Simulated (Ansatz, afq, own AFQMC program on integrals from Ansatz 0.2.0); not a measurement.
Integrals from Ansatz 0.2.0, then the random walk in our own AFQMC program (afq).

```yaml
crystal:
  periodic: [false, false, false]
  atoms:
    - {symbol: N, position_ang: [0.000346, -0.000071, -0.066679]}
    - {symbol: H, position_ang: [0.938533, 0.012953, 0.313733]}
    - {symbol: H, position_ang: [-0.482601, 0.808210, 0.305505]}
    - {symbol: H, position_ang: [-0.460745, -0.820176, 0.307354]}
basis:
  gaussian: {orbitals: 6-31G}
magnetization: {spin_polarized: false}
correlation: {method: ccsd_t, electrons: outside_noble_gas, hamiltonian_folder: ham}
```

```sh
$ ansatz run in.yaml --threads 1 --pin off --events-out ev --progress --plain --max-ram 16896MiB --backend cuda --devices 0, --max-vram 18GiB
```

Options of the walk:

```
--method phaseless --trial hf --walkers 4000 --populations 20 --least-time 40 --time-step 0.005 --steps-per-block 20 --equilibration-blocks 112 --max-blocks 4000 --target-error 0.0008500 --factor-cut 1e-05 --seed 1047 --taylor-order 6
```

Times are imaginary, in 1/Eh. The walk had a cap of 49 s. With eight or more populations the least sampling time is a fifth of least-time, and the error comes from their spread.

```
orbitals 14  electrons 4 4  factors 88 of 228
reference energy -56.16137449 Eh
CCSD correlation -0.12860188 Eh in 9 cycles, weight of the determinant in the CISD state 0.9512
energy of the start -56.161374 Eh
 block  time / (1/Eh)  mean weight  energy / Eh
     1     0.100  1.0007  -56.193520
     2     0.200  1.0010  -56.216492
     3     0.300  1.0011  -56.232386
     4     0.400  1.0009  -56.245043
     5     0.500  1.0006  -56.256839
     7     0.700  1.0006  -56.273556
     9     0.900  1.0005  -56.280209
    13     1.300  1.0002  -56.288691
    21     2.100  1.0000  -56.291530
    29     2.900  0.9999  -56.288183
    37     3.700  0.9999  -56.292898
    45     4.500  1.0000  -56.288487
    53     5.300  0.9999  -56.289277
    61     6.100  1.0004  -56.293786
    69     6.900  1.0001  -56.287247
    77     7.700  1.0002  -56.291870
    85     8.500  0.9998  -56.288429
    93     9.300  0.9998  -56.293187
   101    10.100  1.0001  -56.292659
   109    10.900  0.9997  -56.291211
   117    11.700  1.0001  -56.292004
   125    12.500  0.9998  -56.286154
   133    13.300  0.9999  -56.290890
   141    14.100  1.0000  -56.295136
   149    14.900  1.0002  -56.300284
   157    15.700  0.9997  -56.293049
   165    16.500  1.0000  -56.291881
   173    17.300  1.0001  -56.290619
   181    18.100  1.0000  -56.291604
   189    18.900  0.9999  -56.291386
error from the spread of 20 populations
energy -56.292962 +/- 0.000792 Eh
(rows thinned)
```

(1) Estimate how long the walk took on 1 × NVIDIA H100 80GB HBM3 with 2 threads of AMD EPYC 7R13 Processor (Zen 3), with other jobs on the host (the card was shared).

The run passed its tests (sampling time, drift between the halves within three errors, error under three times the target), which doesn't prove that it has relaxed.

Against this walk (error 21.6 meV) on the same determinant: CCSD(T) 42.6 meV higher (within the noise), CCSDT(Q) 31.0 meV higher (within the noise), CCSDTQ 31.3 meV higher (within the noise), full CI 30.9 meV higher (within the noise), a separate phaseless walk with a CISD trial and standard settings 30.5 ± 21.7 meV higher (within the noise). The error is statistical and leaves out the bias of the constraint.

Cautions: constraint bias not in the error.

## Answers

(1) 12 s of wall time.

CCSDT and higher add their correlation energy to the determinant of the CCSD(T) run, since their own runs factorise the integrals more tightly (a shift of under 2 meV). A walk keeps the symmetry of its determinant, which the program's search chose and which needn't be the lowest solution, so a lower state of the same spin and another symmetry isn't excluded.
